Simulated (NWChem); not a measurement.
System: carbonyl sulfide (COS); SMILES O=C=S

Input file for NWChem:

```
start job
memory heap 200 mb stack 900 mb global 1100 mb
geometry units angstroms noautosym nocenter noautoz
  O     -1.676535     0.026960     0.022296
  C     -0.520351     0.008350     0.006924
  S      1.043153    -0.016772    -0.013873
end
basis spherical
  * library 6-31g*
end
dft
  xc hfexch
  iterations 150
  mulliken
end
task dft energy
esp
  recalculate
  probe 0.07
  range 0.3
  factor 1.0
  spacing 0.02
end
task esp
```

Parts of the log:

```
             Northwest Computational Chemistry Package (NWChem) 7.3.0
             --------------------------------------------------------

                             Geometry "geometry" -> ""
                             -------------------------

 Output coordinates in angstroms (scale by  1.889725989 to convert to a.u.)

  No.       Tag          Charge          X              Y              Z
 ---- ---------------- ---------- -------------- -------------- --------------
    1 O                    8.0000    -1.67653500     0.02696000     0.02229600
    2 C                    6.0000    -0.52035100     0.00835000     0.00692400
    3 S                   16.0000     1.04315300    -0.01677200    -0.01387300

 Effective nuclear repulsion energy (a.u.)      79.3490758998

  xc_inp: hfexch multiplicative factor not found.

                                 NWChem DFT Module
                                 -----------------

 Summary of "ao basis" -> "ao basis" (spherical)
 ------------------------------------------------------------------------------
       Tag                 Description            Shells   Functions and Types
 ---------------- ------------------------------  ------  ---------------------
 O                           6-31g*                  6       14   3s2p1d
 C                           6-31g*                  6       14   3s2p1d
 S                           6-31g*                  8       18   4s3p1d

            General Information
            -------------------
          SCF calculation type: DFT
          Wavefunction type:  closed shell.
          No. of atoms     :     3
          No. of electrons :    30
           Alpha electrons :    15
            Beta electrons :    15
          Charge           :     0
          Spin multiplicity:     1
          Use of symmetry is: off; symmetry adaption is: off
          Maximum number of iterations: 150
          AO basis - number of functions:    46
                     number of shells:    20
          Convergence on energy requested:  1.00D-06
          Convergence on density requested:  1.00D-05
          Convergence on gradient requested:  5.00D-04

              XC Information
              --------------
                     Hartree-Fock (Exact) Exchange  1.000

      Superposition of Atomic Density Guess
      -------------------------------------

 Sum of atomic energies:        -509.87028733

      Non-variational initial energy
      ------------------------------

 Total energy =    -510.870030
 1-e energy   =    -860.475834
 2-e energy   =     270.256728
 HOMO         =      -0.344055
 LUMO         =       0.056207

     ---------------------------------------------
      Total Density - Mulliken Population Analysis
     ---------------------------------------------

    Atom       Charge   Shell Charges
 -----------   ------   -------------------------------------------------------
    1 O    8     8.63   2.00  0.95  2.99  0.92  1.75  0.02
    2 C    6     5.09   2.00  0.70  1.36  0.46  0.50  0.08
    3 S   16    16.28   2.00  2.00  5.98  1.35  3.01  0.52  1.39  0.04

   convergence    iter        energy       DeltaE   RMS-Dens  Diis-err
 ---------------- ----- ----------------- --------- --------- ---------
 d= 0,ls=0.0,diis     1   -510.1819490086 -5.90D+02  1.37D-02  6.35D-01
 d= 0,ls=0.0,diis     2   -510.2189390456 -3.70D-02  5.86D-03  3.78D-01
 d= 0,ls=0.0,diis     3   -510.2568516338 -3.79D-02  1.37D-03  3.99D-03
 d= 0,ls=0.0,diis     4   -510.2574435682 -5.92D-04  6.45D-04  9.79D-04
 d= 0,ls=0.0,diis     5   -510.2575832951 -1.40D-04  1.86D-04  3.32D-05
  Resetting Diis
 d= 0,ls=0.0,diis     6   -510.2575943161 -1.10D-05  1.04D-04  6.72D-06
 d= 0,ls=0.0,diis     7   -510.2575962329 -1.92D-06  1.69D-05  2.67D-07
 d= 0,ls=0.0,diis     8   -510.2575963109 -7.81D-08  9.19D-06  5.65D-08

         Total DFT energy =     -510.257596310948
      One electron energy =     -860.627752812113
           Coulomb energy =      309.421550787940
    Exchange-Corr. energy =      -38.400470186609
 Nuclear repulsion energy =       79.349075899835

 Numeric. integr. density =        0.000000000000

                       DFT Final Molecular Orbital Analysis
                       ------------------------------------

[...]

                     NWChem Electrostatic Potential Fit Module
                     -----------------------------------------

 Atom parameters

 Number of atoms is                                    3
 Number of basis functions is                         46

 Grid parameters

 Maximum number of grid points is                  19074
 Number of grid points is                          19073
 Grid range                                     0.300000 nm
 Grid spacing                                   0.020000 nm
 Probe radius                                   0.070000 nm
 Atom radius factor                             1.000000

 Atomic radii

    6    0.147000
    8    0.136000
   16    0.174000
 FASTESP  F
  using M.O. file = ./job.movecs

    Atom              Coordinates                           Charge

                                                  ESP

    1 O    -0.167654    0.002696    0.002230   -0.296540
    2 C    -0.052035    0.000835    0.000692    0.478357
    3 S     0.104315   -0.001677   -0.001387   -0.181817
                                            ------------
                                                0.000000

 Dipole moment                                  0.110730

 Quadrupole moment Qxx                         -5.953012
                   Qyy                          2.976141
                   Qzz                          2.976871

 RMS deviation kJ/mol                           0.134117

 RRMS %                                        55.116274
```

Level: Hartree-Fock/6-31G* (spherical d). Coordinates come from a PBE0/def2-SVP optimisation.
